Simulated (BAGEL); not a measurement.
# BNH4 (SMILES BN): FCI/STO-3G (density fitting with qzvpp-jkfit)

What is the energy change on altering one bond length of BNH4 at FCI/STO-3G (density fitting with qzvpp-jkfit)? 

Program for the calculation: BAGEL 1.2.2.

6 further runs of the same task are left out: 6 set aside as unsound or not needed. Runs told in other sessions of the task aren't counted.

## (1) The system as given

BNH4 has 6 atoms, charge 0, and is taken as a singlet. SMILES: `BN`. Geometry: relaxed at PBE0-D4/def2-TZVP.

Bond lengths: B1–N2 1.385 Å, B1–H3 1.197 Å, B1–H4 1.197 Å, N2–H5 1.006 Å, N2–H6 1.006 Å. Angles: B1–N2–H5 123.2°, B1–N2–H6 123.2°, N2–B1–H3 119.0°, N2–B1–H4 119.0°, H5–N2–H6 113.5°, H3–B1–H4 122.0°.

## (2) The energy at FCI/STO-3G (density fitting with qzvpp-jkfit)

job.json reads:

```json
{ "bagel" : [

{
  "title" : "molecule",
  "basis" : "sto-3g",
  "df_basis" : "qzvpp-jkfit",
  "angstrom" : "true",
  "geometry" : [
    { "atom" : "B", "xyz" : [   -0.128200,   -0.679600,   -0.025600 ] },
    { "atom" : "N", "xyz" : [    0.146100,    0.677400,    0.010800 ] },
    { "atom" : "H", "xyz" : [    0.225800,   -1.368000,    0.887500 ] },
    { "atom" : "H", "xyz" : [   -0.712000,   -1.128700,   -0.969200 ] },
    { "atom" : "H", "xyz" : [   -0.121600,    1.313700,   -0.720800 ] },
    { "atom" : "H", "xyz" : [    0.632000,    1.121400,    0.771300 ] }
  ]
},
{ "title" : "hf" },
{ "title" : "fci", "nstate" : 1, "ncore" : 2 }

]}
```

The run is started by

```bash
$ BAGEL_NUM_THREADS=1 BAGEL job.json > job.out
```

The log of the run:

```text
* using 1 threads per process

  ===============================================================
  ===============================================================

  *** Geometry ***

  { "atom" : "B", "xyz" : [     -0.242263,     -1.284258,     -0.048377 ] },
  { "atom" : "N", "xyz" : [      0.276089,      1.280100,      0.020409 ] },
  { "atom" : "H", "xyz" : [      0.426700,     -2.585145,      1.677132 ] },
  { "atom" : "H", "xyz" : [     -1.345485,     -2.132934,     -1.831523 ] },
  { "atom" : "H", "xyz" : [     -0.229791,      2.482533,     -1.362115 ] },
  { "atom" : "H", "xyz" : [      1.194307,      2.119139,      1.457546 ] },

  Number of auxiliary basis functions:      224

  Since a DF basis is specified, we compute 2- and 3-index integrals:
    o Being stored without compression. Storage requirement is 0.000 GB

  Number of basis functions:       14
  Number of electrons      :       16

    * METHOD: MOLECULE                             0.05

  *** RHF ***

  === Nuclear Repulsion ===
    32.3160930479

      * DIIS with orbital gradients will be used.

  === RHF iteration (sto-3g) ===
      0        -80.44216922          0.01597511           0.00
      1        -80.46216933          0.00444618           0.00
      2        -80.46369116          0.00140236           0.00
      3        -80.46383629          0.00013607           0.00
      4        -80.46383868          0.00003012           0.00
      5        -80.46383880          0.00000337           0.00
      6        -80.46383880          0.00000037           0.00
      7        -80.46383880          0.00000007           0.00
      8        -80.46383880          0.00000001           0.00
    * SCF iteration converged.

    * Permanent dipole moment:
           (   -0.134982,    -0.668394,    -0.017925) a.u.

    * METHOD: HF                                   0.06

  ---------------------------
        FCI calculation
  ---------------------------

  Performs exactly the same way as Knowles & Handy 1984 CPL

  o alpha-beta strings
      length:          1848
  o size of the space
      determinant space:  853776
      spin-adapted space: 226512

  o single displacement lists (alpha)
      length:         38808
  o single displacement lists (beta)
      length:         38808

     guess   0:   closed 111111......         open ............

  === FCI iteration ===

      0  0       -80.46383880     5.20e-04      1.74
      1  0       -80.56930063     2.15e-04      1.72
      2  0       -80.58224365     9.52e-05      1.72
      3  0       -80.58498383     3.46e-05      1.73
      4  0       -80.58538066     1.45e-05      1.73
      5  0       -80.58543338     6.30e-06      1.73
      6  0       -80.58544071     2.34e-06      1.73
      7  0       -80.58544167     7.68e-07      1.73
      8  0       -80.58544177     2.61e-07      1.77
      9  0       -80.58544179     8.55e-08      1.76
     10  0       -80.58544179     2.73e-08      1.77
     11  0       -80.58544179     9.71e-09      1.77
     12  0       -80.58544179     3.30e-09      1.76
     13  0       -80.58544179     1.17e-09      1.80
     14  0       -80.58544179     4.02e-10      1.81
     15  0       -80.58544179     1.32e-10      1.82
     16  0 *     -80.58544179     4.69e-11      1.66

     * ci vector, state   0, <S^2> = 0.0000
       222222......    -0.9610125366
       22222.2.....     0.0934201007
       22222ab.....     0.0636688394
       22222ba.....     0.0636688394

    * METHOD: FCI                                 30.33

  ===============================================================
```

Wall time 31 s (1 thread of Arm Neoverse N1, shared host); peak memory 1.3 GiB.

## (3) The distorted shape, same level

job.json reads:

```json
{ "bagel": [

{
  "title": "molecule",
  "basis": "sto-3g",
  "df_basis": "qzvpp-jkfit",
  "angstrom": true,
  "geometry": [
    { "atom": "B", "xyz": [   -0.169352,   -0.883187,   -0.031061 ] },
    { "atom": "N", "xyz": [    0.146100,    0.677400,    0.010800 ] },
    { "atom": "H", "xyz": [    0.184648,   -1.571587,    0.882039 ] },
    { "atom": "H", "xyz": [   -0.753152,   -1.332287,   -0.974661 ] },
    { "atom": "H", "xyz": [   -0.121600,    1.313700,   -0.720800 ] },
    { "atom": "H", "xyz": [    0.632000,    1.121400,    0.771300 ] }
  ]
},
{ "title": "hf" },
{ "title": "fci", "nstate": 1, "ncore": 2 }

]}
```

The run is started by

```bash
$ BAGEL_NUM_THREADS=1 BAGEL job.json > job.out
```

The log of the run:

```text
* using 1 threads per process

  ===============================================================
  ===============================================================

  *** Geometry ***

  { "atom" : "B", "xyz" : [     -0.320029,     -1.668982,     -0.058697 ] },
  { "atom" : "N", "xyz" : [      0.276089,      1.280100,      0.020409 ] },
  { "atom" : "H", "xyz" : [      0.348934,     -2.969869,      1.666812 ] },
  { "atom" : "H", "xyz" : [     -1.423251,     -2.517658,     -1.841842 ] },
  { "atom" : "H", "xyz" : [     -0.229791,      2.482533,     -1.362115 ] },
  { "atom" : "H", "xyz" : [      1.194307,      2.119139,      1.457546 ] },

  Number of auxiliary basis functions:      224

  Since a DF basis is specified, we compute 2- and 3-index integrals:
    o Being stored without compression. Storage requirement is 0.000 GB

  Number of basis functions:       14
  Number of electrons      :       16

    * METHOD: MOLECULE                             0.05

  *** RHF ***

  === Nuclear Repulsion ===
    30.0578892934

      * DIIS with orbital gradients will be used.

  === RHF iteration (sto-3g) ===
      0        -80.39299066          0.02245236           0.00
      1        -80.42365043          0.00792619           0.00
      2        -80.42737625          0.00199465           0.00
      3        -80.42772949          0.00029561           0.00
      4        -80.42774327          0.00005976           0.00
      5        -80.42774378          0.00000804           0.00
      6        -80.42774379          0.00000087           0.00
      7        -80.42774379          0.00000014           0.00
      8        -80.42774379          0.00000002           0.00
      9        -80.42774379          0.00000001           0.00
    * SCF iteration converged.

    * Permanent dipole moment:
           (   -0.072027,    -0.356928,    -0.009582) a.u.

    * METHOD: HF                                   0.06

  ---------------------------
        FCI calculation
  ---------------------------

  Performs exactly the same way as Knowles & Handy 1984 CPL

  o alpha-beta strings
      length:          1848
  o size of the space
      determinant space:  853776
      spin-adapted space: 226512

  o single displacement lists (alpha)
      length:         38808
  o single displacement lists (beta)
      length:         38808

     guess   0:   closed 111111......         open ............

  === FCI iteration ===

      0  0       -80.42774379     5.09e-04      1.83
      1  0       -80.53266678     2.26e-04      1.80
      2  0       -80.54804194     1.11e-04      1.80
      3  0       -80.55223787     4.77e-05      1.79
      4  0       -80.55312547     2.64e-05      1.78
      5  0       -80.55332604     1.28e-05      1.78
      6  0       -80.55336157     4.91e-06      1.78
      7  0       -80.55336609     1.78e-06      1.79
      8  0       -80.55336662     6.81e-07      1.80
      9  0       -80.55336670     2.33e-07      1.80
     10  0       -80.55336671     8.85e-08      1.80
     11  0       -80.55336671     3.16e-08      1.82
     12  0       -80.55336672     1.10e-08      1.81
     13  0       -80.55336672     4.24e-09      1.79
     14  0       -80.55336672     1.52e-09      1.79
     15  0       -80.55336672     5.52e-10      1.79
     16  0       -80.55336672     2.02e-10      1.78
     17  0 *     -80.55336672     7.86e-11      1.63

     * ci vector, state   0, <S^2> = -0.0000
       222222......     0.9511314939
       22222ba.....     0.0962310266
       22222ab.....     0.0962310266
       22222.2.....    -0.0886544032

    * METHOD: FCI                                 32.77

  ===============================================================
```

Wall time 33 s (1 thread of Arm Neoverse N1, shared host); peak memory 1.3 GiB.

## (4) What came out

Level: FCI/STO-3G (density fitting with qzvpp-jkfit), 2 core orbitals frozen.

```
                                                         quantity         value
                                        first shape: total energy  -80.58544 Eh
                                    distorted shape: total energy  -80.55337 Eh
energy change with the B1–N2 bond stretched from 1.385 to 1.593 Å      0.873 eV
```

In words: With the B1–N2 bond stretched from 1.385 to 1.593 Å the energy rises by 0.87 eV (20.1 kcal/mol). The first shape isn't relaxed at this level, so the change isn't measured from a minimum. The minimal basis adds a large error of its own.
